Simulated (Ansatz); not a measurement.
System: ethyl chloride, C₂H₅Cl, charge 0, multiplicity 1. SMILES: CCCl
Geometry from a B3LYP-D3(BJ)/def2-TZVP (Ansatz, an electronic-structure program) optimisation:
```
C
H 1 1.0874
H 1 1.0874 2 109.04
C 1 1.5122 2 112.08 3 -124.70
H 4 1.0899 1 111.03 2 -58.14
H 4 1.0899 5 108.44 1 122.25
H 4 1.0932 5 108.41 6 117.50
Cl 1 1.8106 2 105.94 3 113.62
```
Charge 0, spin multiplicity 1.

Wanted: atomisation energy, in kcal/mol. Conventions: LANL2DZ with its own core potentials from Na on; no dispersion term unless named; UHF or UKS for open shells; spin-orbit terms left out; atomisation electronic, to ground-state atoms; frozen cores in correlated levels; non-relativistic. CBS marks a two-point X^-3 extrapolation of the correlation energy; Hartree-Fock from the larger set. The bracket is a focal-point correction in the basis named. Ab initio and DFT rows: single points at B3LYP-D3(BJ) geometries (Ansatz).

```json
[
 {"species": "CCCl", "coefficient": "-1", "E at B3LYP/LANL2DZ (Ansatz), Eh": "-94.15881", "E at PBE/def2-TZVPD (Ansatz), Eh": "-539.16535"},
 {"species": "C atom", "coefficient": "+2", "E at B3LYP/LANL2DZ (Ansatz), Eh": "-37.85342", "E at PBE/def2-TZVPD (Ansatz), Eh": "-37.79605"},
 {"species": "Cl atom", "coefficient": "+1", "E at B3LYP/LANL2DZ (Ansatz), Eh": "-14.89606", "E at PBE/def2-TZVPD (Ansatz), Eh": "-459.95933"},
 {"species": "H atom", "coefficient": "+5", "E at B3LYP/LANL2DZ (Ansatz), Eh": "-0.49891", "E at PBE/def2-TZVPD (Ansatz), Eh": "-0.49962"}
]
```

Coupled cluster (Ansatz) is a level with limits of its own, used here on species with T1 under 0.025 (0.045 for open shells) and stable references: RI-MP2/CBS(aug-cc-pV(T+d)Z,aug-cc-pV(Q+d)Z)+[CCSD(T)-MP2]/aug-cc-pV(T+d)Z. Value to compare with, RI-MP2/CBS(aug-cc-pV(T+d)Z,aug-cc-pV(Q+d)Z)+[CCSD(T)-MP2]/aug-cc-pV(T+d)Z (Ansatz): 692.2 kcal/mol. 1 Eh = 627.5095 kcal/mol.

Compute it at each level from the table, and compare with RI-MP2/CBS(aug-cc-pV(T+d)Z,aug-cc-pV(Q+d)Z)+[CCSD(T)-MP2]/aug-cc-pV(T+d)Z (Ansatz).


- B3LYP/LANL2DZ: the sum of coefficient times E is 1.06136 Eh, or 666.01 kcal/mol. Result: 666.0 kcal/mol. Its difference against RI-MP2/CBS(aug-cc-pV(T+d)Z,aug-cc-pV(Q+d)Z)+[CCSD(T)-MP2]/aug-cc-pV(T+d)Z (Ansatz) is -26.2 kcal/mol.
- PBE/def2-TZVPD: the sum of coefficient times E is 1.11582 Eh, or 700.19 kcal/mol. Result: 700.2 kcal/mol. Its difference against RI-MP2/CBS(aug-cc-pV(T+d)Z,aug-cc-pV(Q+d)Z)+[CCSD(T)-MP2]/aug-cc-pV(T+d)Z (Ansatz) is 8.0 kcal/mol.
